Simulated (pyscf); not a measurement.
Four-centre exchange: F–GeH₂–F (SMILES [F][GeH2][F]) + NH₃ (SMILES N) -> HF (SMILES F) + H₂N–GeH₂–F (SMILES [NH2][GeH2][F])

Gas phase, singlet surface, charge 0. Bonds broken: F1–Ge2, N6–H7. Bonds formed: F1–H7, Ge2–N6. PySCF, gas phase, ωB97X-D3(BJ)/def2-SVP geometries.

Transition state (Å):

```xyz
9

F      0.2253     0.5663     1.2882
Ge    -1.3171    -0.3435     0.0635
F     -2.3086    -0.8783    -1.3048
H     -2.2877     0.5815     0.7792
H     -0.7939    -1.6749     0.5764
N     -0.0001     0.6255    -0.9826
H      0.4573     0.8260     0.1329
H      0.5363     0.0440    -1.6266
H     -0.3761     1.4209    -1.4989
```

One imaginary mode, 695i cm⁻¹; descent along it reached the two sides named, in the forms told below.

```tsv
bond	change	reactant side (Å)	saddle	product side
F1–Ge2	breaks	1.817	2.169	2.9
N6–H7	breaks	1.021	1.222	1.707
F1–H7	forms	2.232	1.207	0.956
Ge2–N6	forms	2.097	1.941	1.852
```

Electronic energies relative to the separated reactants (kJ/mol):

| level | barrier | reaction energy | reverse barrier |
|---|---|---|---|
| ωB97X-D3(BJ)/def2-TZVP | 38.0 | +49.3 | -11.3 |
| PBE/def2-TZVP | 27.4 | +54.1 | -26.7 |
| r²SCAN/def2-TZVP | 32.2 | +56.8 | -24.6 |
| B3LYP-D3(BJ)/def2-TZVP | 40.6 | +54.1 | -13.4 |
| PBE0-D3(BJ)/def2-TZVP | 30.1 | +47.7 | -17.6 |
| M06-2X/def2-TZVP | 42.5 | +53.7 | -11.3 |
| ωB97M-D3(BJ)/def2-TZVP | 42.3 | +52.1 | -9.8 |
| HF/def2-TZVP | 108.0 | +60.5 | 47.6 |

With ωB97M-D3(BJ)/def2-TZVP energies and thermal terms (ideal gas, 1 atm, RRHO with modes under 100 cm⁻¹ raised to 100, one conformer, R ln 2 for chiral ones without a mode under 150 cm⁻¹), in kJ/mol:

```json
[
 {"T (K)": "298", "ΔH‡": "37.8", "ΔG‡": "83.0", "ΔH": "+49.2", "ΔG": "+49.5"},
 {"T (K)": "600", "ΔH‡": "38.6", "ΔG‡": "128.6", "ΔH": "+52.4", "ΔG": "+48.7"},
 {"T (K)": "900", "ΔH‡": "41.4", "ΔG‡": "173.1", "ΔH": "+55.1", "ΔG": "+46.2"},
 {"T (K)": "1200", "ΔH‡": "44.7", "ΔG‡": "216.5", "ΔH": "+57.1", "ΔG": "+42.9"}
]
```

On the reactant side the descent ends in an adduct with a Ge–N contact, 18.7 kJ/mol under the separated species and 56.7 kJ/mol under the saddle at ωB97X-D3(BJ)/def2-TZVP. On the product side the descent ends in a bound adduct, 45.4 kJ/mol under the separated species and 34.1 kJ/mol under the saddle at ωB97X-D3(BJ)/def2-TZVP. At ωB97X-D3(BJ)/def2-TZVP, PBE, r²SCAN, B3LYP-D3(BJ), PBE0-D3(BJ), M06-2X, ωB97M-D3(BJ) the saddle lies under the separated products, which points to a path from their complex (located at ωB97X-D3(BJ) alone), and parting the products costs more than the saddle. What is counted as formed (Ge–N) is already present as a longer contact in the reactant adduct; forming that adduct is a step of its own. One saddle was located; it need not be the lowest between these sides. Elements up to Kr have no core potential and no relativistic terms here.
